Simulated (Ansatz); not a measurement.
# C2H5FOS: ladder of methods at one geometry from a Python script

How do the methods compare on C2H5FOS, in result and in cost? A script is to give a ladder of methods at one geometry; the system is C2H5FOS.

All numbers are computed with Ansatz 0.2.0, driven from Python. The levels of theory stand in the script.

## 1. Starting point

Bond lengths: C1–C2 1.468 Å, C2–O3 1.421 Å, C2–F4 1.366 Å, C2–S5 1.792 Å, C1–H6 1.106 Å, C1–H7 1.071 Å, C1–H8 1.157 Å, O3–H9 0.987 Å, S5–H10 1.365 Å. Angles: C1–C2–O3 110.6°, C1–C2–F4 110.8°, C1–C2–S5 112.3°, O3–C2–F4 105.5°, O3–C2–S5 111.2°, F4–C2–S5 106.0°, C2–C1–H6 111.9°, C2–C1–H7 115.1°, C2–C1–H8 109.3°, H6–C1–H7 109.2°, H6–C1–H8 102.4°, H7–C1–H8 108.1°, C2–O3–H9 99.0°, C2–S5–H10 96.1°.

The script holds or builds the structure itself.

## 2. The script

Input file c2h5fos.py:

```python
from pathlib import Path

import ansatz as az
from ase import Atoms
import numpy as np

BASIS_SET = "cc-pVDZ"

atoms = Atoms(["C", "C", "O", "F", "S", "H", "H", "H", "H", "H"], positions=[
    (-1.0616, -0.0393, 0.2496),
    (0.3146, -0.0764, -0.2604),
    (0.3723, 0.4411, -1.5824),
    (0.7647, -1.3629, -0.3515),
    (1.464, 0.7744, 0.8191),
    (-1.7733, -0.5224, -0.4462),
    (-1.194, -0.4506, 1.2299),
    (-1.4335, 1.0561, 0.2659),
    (1.3058, 0.2043, -1.7995),
    (1.3241, -0.0756, 1.8785),
])
molecule = az.Crystal.molecule_from_ase(atoms)

job = molecule.calculation().basis(gaussian=BASIS_SET)

print("functional    E (Ha)        dipole (D)   HOMO (eV)  LUMO (eV)")
for name in ["lda", "revpbe", "r2scan0", "hf", "b3lyp", "pbe0"]:
    data = job.functional(name).forces().orbitals().run(threads=1, backend="cpu", runs_dir="runs").report
    lines = Path(data["orbitals_path"]).read_text().splitlines()
    field_of = lambda key: [line.split("=")[1].strip() for line in lines if line.startswith(key)]
    orbitals = [(27.211386 * float(e), s, float(n)) for e, s, n in zip(field_of("Ene="), field_of("Spin="), field_of("Occup="))]
    homo = max(e for e, _, n in orbitals if n > 0.5)
    lumo = min(e for e, _, n in orbitals if n < 0.5)
    dipole = 4.803205 * np.linalg.norm(data["charge_distribution"]["dipole_moment_e_ang"])
    print(f"{name:10s} {data['free_energy_ev'] / 27.211386246:14.6f} {dipole:9.3f} {homo:11.3f} {lumo:10.3f}")
```

## 3. What the engine is handed

The package turns the script's settings into the engine's input (first run):

```yaml
crystal:
  periodic: [false, false, false]
  atoms:
    - { symbol: C, position_ang: [-1.0616, -0.0393, 0.2496] }
    - { symbol: C, position_ang: [0.3146, -0.0764, -0.2604] }
    - { symbol: O, position_ang: [0.3723, 0.4411, -1.5824] }
    - { symbol: F, position_ang: [0.7647, -1.3629, -0.3515] }
    - { symbol: S, position_ang: [1.464, 0.7744, 0.8191] }
    - { symbol: H, position_ang: [-1.7733, -0.5224, -0.4462] }
    - { symbol: H, position_ang: [-1.194, -0.4506, 1.2299] }
    - { symbol: H, position_ang: [-1.4335, 1.0561, 0.2659] }
    - { symbol: H, position_ang: [1.3058, 0.2043, -1.7995] }
    - { symbol: H, position_ang: [1.3241, -0.0756, 1.8785] }
basis:
  gaussian:
    orbitals: cc-pVDZ
hamiltonian:
  xc: lda
output:
  orbitals: {}
  forces: true
```

## 4. Launch

On the command line:

```sh
> python c2h5fos.py
```

Output:

```text
functional    E (Ha)        dipole (D)   HOMO (eV)  LUMO (eV)
lda           -649.196433     0.982      -5.958     -0.715
revpbe        -652.327156     0.927      -5.831     -0.475
r2scan0       -652.299980     1.100      -7.477      0.572
hf            -650.481140     1.236     -10.379      3.816
b3lyp         -652.496905     0.979      -6.958      0.122
pbe0          -652.079892     1.045      -7.252      0.381
```

Run time: 22 s. Hardware: 1 thread of Arm Neoverse V2, shared host; peak memory 0.28 GiB.

## 5. What changed from run to run

The engine's inputs for some of the other runs:

Run 3, against run 1:

```diff
@@ -18 +18 @@
-  xc: lda
+  xc: r2scan0
```

Run 5, against run 1:

```diff
@@ -18 +18 @@
-  xc: lda
+  xc: b3lyp
```

Run 6, against run 1:

```diff
@@ -18 +18 @@
-  xc: lda
+  xc: pbe0
```

Lines on the test bed's own set-up are left out of the output.

## 6. What each run gave

One row for each of the 6 runs:

| run | functional | energy (eV) | SCF cycles | CPU time (s) |
| --- | --- | --- | --- | --- |
| 1 | lda | -17665.5349 | 19 | 1.9 |
| 2 | revpbe | -17750.7262 | 18 | 3.2 |
| 3 | r2scan0 | -17749.9867 | 17 | 6.7 |
| 4 | hf | -17700.4935 | 13 | 1.7 |
| 5 | b3lyp | -17755.3453 | 18 | 3.9 |
| 6 | pbe0 | -17743.9978 | 18 | 3.8 |

Totals under unlike functionals or potentials can't be compared directly.

The fields below are those of run 1.

## 7. The molecule's orbitals and density

The fields below are evaluated on a grid from the run's orbitals.

Frontier orbitals at LDA/cc-pVDZ, with the share of their density that lies nearest to each atom:

| orbital | energy (eV) | lies on |
| --- | --- | --- |
| HOMO-1 | -7.11 | O3 65 %; S5 10 %; F4 9 % |
| HOMO | -5.96 | S5 78 %; H10 8 % |
| LUMO | -0.72 | S5 36 %; H10 32 %; H9 10 % |

ELF in a plane through or near 5 of the atoms.

Ten even steps from ' ' (0.00) to '@' (1.00):
```
                                                        
                                                        
                                                        
                                                        
                    ::----::                            
            ......::++####**..    ..----::              
          ==##%%%%##%%%%%%##..  ..**@@@@%%**..          
        ..++%%@@@@%%######++  ..==%%@@@@@@##..          
            ==**++==++****==++****##@@%%##++..          
                  ..==--**..%%%%::====++==..            
        ..::----::--**##++--%%##++==%%%%##==            
      ..==**%%%%##****##**++::--**%%@@@@@@%%::          
      ..++##%%@@%%%%****++--    ::##@@@@@@%%::          
      ..--**%%%%####%%@@@@%%--    ..**####==            
        ..::----==++@@@@@@@@%%--                        
            ......--%%@@@@@@%%--                        
                    ==**##**--                          
                                                        
                                                        
                                                        
```
The map spans 8.9 Å across and 9.6 Å up, centred on the molecule. Atoms in the plane (x, y in Å): C1 (1.1, 0.1), C2 (-0.4, 0.1), H7 (1.6, -0.7), H9 (-1.8, 1.2), H10 (-0.6, -2.2).

On the surface of density 0.002 e/bohr³ the electrostatic potential runs, from the 1st to the 99th percentile, from -1.05 V near O3 to 1.83 V near H9.

## 8. What came out

```
                                     quantity    value
                                runs compared        6
HOMO-LUMO gap of the mean field (LDA/cc-pVDZ)  5.24 eV
```

**Reading.** All 6 runs converged, in 13 to 19 cycles. What to keep in mind:
- The geometry is a force-field or estimated start, not a minimum of this method, and the basis set is short of its limit. A lower total doesn't mark the better method: functionals have no common bound, and MP2 and coupled cluster aren't variational.
- b3lyp holds the VWN-RPA fit, as in Gaussian; the form of ORCA and Turbomole is b3lyp5.
- Levels such as HOMO and LUMO are orbital energies: with these approximate functionals they aren't the ionisation energy and electron affinity, and their gap isn't the fundamental gap.
- For Al to Cl the sets with a tight d function, cc-pV(X+d)Z, are usual.
